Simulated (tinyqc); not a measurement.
Worked calculation: UHF in the sto-6g basis, for NH3+, spin multiplicity 2. One step of it, computed by the program tinyqc.

Problem. Orthogonalisation. S = U s U^T; symmetric (Loewdin) form X = U s^(-1/2) U^T, so that X^T S X = 1.

overlap S, lower triangle:
```
,1N 1s,1N 2s,1N 2px,1N 2py,1N 2pz,2H 1s,3H 1s,4H 1s
1N 1s,1.000000
1N 2s,0.229416,1.000000
1N 2px,0.000000,0.000000,1.000000
1N 2py,0.000000,0.000000,0.000000,1.000000
1N 2pz,0.000000,0.000000,0.000000,0.000000,1.000000
2H 1s,0.039712,0.389752,0.332501,0.000000,-0.166718,1.000000
3H 1s,0.039695,0.389651,-0.166348,0.287838,-0.166660,0.152318,1.000000
4H 1s,0.039695,0.389651,-0.166348,-0.287838,-0.166660,0.152318,0.152438,1.000000
```

Give: eigenvalues of S; X.

Solution.

eigenvalues of S: 0.3780  0.5095  0.5096  0.9066  1.0803  1.3379  1.3382  1.9398

X, lower triangle:
```
,1N 1s,1N 2s,1N 2px,1N 2py,1N 2pz,2H 1s,3H 1s,4H 1s
1N 1s,1.0228
1N 2s,-0.1388,1.2305
1N 2px,0.0000,0.0000,1.0834
1N 2py,0.0000,0.0000,0.0000,1.0833
1N 2pz,0.0084,-0.0880,0.0000,0.0000,1.0369
2H 1s,0.0177,-0.2261,-0.2153,0.0000,0.0950,1.1436
3H 1s,0.0177,-0.2260,0.1077,-0.1863,0.0950,-0.0384,1.1436
4H 1s,0.0177,-0.2260,0.1077,0.1863,0.0950,-0.0384,-0.0384,1.1436
```
